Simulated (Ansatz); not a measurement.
Mulliken charges of CHClF2O, SMILES `OC(F)(F)Cl` from PBE/def2-TZVPP in Ansatz (PBE0-D4/def2-TZVP geometry).

```json
{"atom": "O1", "x (Å)": "0.109", "y (Å)": "0.331", "z (Å)": "1.041", "charge (e)": "-0.219"}
{"atom": "C2", "x (Å)": "0.025", "y (Å)": "0.014", "z (Å)": "-0.261", "charge (e)": "0.319"}
{"atom": "F3", "x (Å)": "-1.234", "y (Å)": "-0.290", "z (Å)": "-0.615", "charge (e)": "-0.125"}
{"atom": "F4", "x (Å)": "0.761", "y (Å)": "-1.071", "z (Å)": "-0.554", "charge (e)": "-0.125"}
{"atom": "Cl5", "x (Å)": "0.588", "y (Å)": "1.376", "z (Å)": "-1.216", "charge (e)": "-0.066"}
{"atom": "H6", "x (Å)": "-0.207", "y (Å)": "-0.423", "z (Å)": "1.558", "charge (e)": "0.216"}
```

Problem. By hand: the dipole of these point charges (1 e Å = 4.8032 D).

Solution. Σ q r = (-0.040, -0.080, 0.252) e Å, of length 0.267 e Å = 1.28 D.

Problem. How does the dipole of the full density compare? (Best estimate.)

Solution. Computed: (-0.077, -0.170, 0.294) e Å, 1.67 D; the point charges give 0.77 times that, at 13° from its direction.

Point charges leave out the atoms' own dipoles, such as those of lone pairs, and Mulliken's split depends on the basis, so the two needn't agree.
